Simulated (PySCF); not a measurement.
Static response to an electric field

Compound: Z-propargylimine, C3H3N.
Cartesian coordinates in Å at the PBE0-D3(BJ)/def2-SVP level; atoms count from 1:
```xyz
7
C3H3N angstrom
H     -1.5771   -1.0892   -0.3404
N     -1.7568   -0.3473    0.3457
C     -0.6995    0.3355    0.5360
C      0.5730    0.1285   -0.0979
C      1.6487   -0.0396   -0.6333
H     -0.7439    1.1716    1.2533
H      2.5976   -0.1921   -1.1150
```

Level: CAM-B3LYP/def2-SVPD (PySCF), static field, nuclei fixed, core orbitals frozen in the response. The polarisability tensor in these axes (au):

```
x   61.69  3.17 -9.71
y    3.17 33.49  3.71
z   -9.71  3.71 34.37
```

Question: Give the principal values, the mean and the anisotropy Δα = √{½[(α1 − α2)² + (α2 − α3)² + (α1 − α3)²]}.

Answer: Principal values 27.72, 36.93 and 64.90 au; mean 43.18 au = 6.40 Å³ = 7.12 × 10⁻⁴⁰ C²·m²/J; Δα = 33.54 au (78 % of the mean).

Question: What is the dipole moment, and where does it point?

Answer: (2.21, -0.03, -0.83) D, 2.36 D in size, pointing from the negative to the positive side. Measured along this direction, the outermost atoms are N2 at the negative end and H7 at the positive end.

Question: Find the Langevin capture rate constant for NH4+ (18.034 u) meeting this molecule (53.027 u), k = 2.342 × 10⁻⁹ cm³/s × √(α in Å³ / reduced mass in u).

Answer: The reduced mass is 13.46 u, so k = 1.61 × 10⁻⁹ cm³/s. The formula leaves out the permanent dipole, which adds to the capture rate.

Question: In TDDFT the mean static polarisability is Σ f/ω² over all singlet excitations (ω in hartree). How much of it do the 10 lowest give? Their energies (eV) and oscillator strengths: 4.78, 0.0036; 5.41, 0.0006; 5.83, 0.1207; 6.53, 0.0001; 7.64, 0.0442; 7.87, 0.0229; 8.10, 0.3684; 8.22, 0.1394; 8.62, 0.0681; 8.81, 0.0086.

Answer: They add up to 10.04 au, 23.3 % of the 43.18 au; the largest single term is 4.16 au, from the state at 8.10 eV. Terms in order: 0.12, 0.02, 2.63, 0.00, 0.56, 0.27, 4.16, 1.53, 0.68, 0.08 au. Higher excitations give the rest. The strengths listed sum to 0.777.

Question: Refractivity n − 1 of an ideal gas of it at 298.15 K and 1 atm, from the electronic α?

Answer: N = p/kT = 2.4615 × 10¹⁹ cm⁻³, so n − 1 = 2π × N × 6.40 × 10⁻²⁴ cm³ = 990 × 10⁻⁶ at long wavelengths, for an ideal gas.

Question: Directions of the eigenvectors, and the extent of the frame along each?

Answer: Largest value along (0.95, 0.06, -0.30), where the nuclei span 4.59 Å; middle along (0.14, 0.78, 0.61), 2.85 Å; least along (0.27, -0.62, 0.74), 0.01 Å. The response follows the extents in order.

Question: Traceless (Buckingham) quadrupole moment about the centre of nuclear charge: eigenvalues?

Answer: -2.13, -2.02, 4.15 D·Å. The values depend on the origin, since the dipole doesn't vanish. The electronic extent ⟨r²⟩ about the same centre is 283 bohr², a root-mean-square distance of 1.68 Å for the 28 electrons.

Isolated species at its PBE0-D3(BJ)/def2-SVP geometry, gas phase.

These values come from a run that also computed excited states and ΔSCF ions. Time: 33 s of wall time (grids of density and orbitals included); peak memory 0.48 GiB. Hardware: one thread, Arm Neoverse V1 (aarch64), shared host with 64 logical CPUs at a one-minute load of 11.
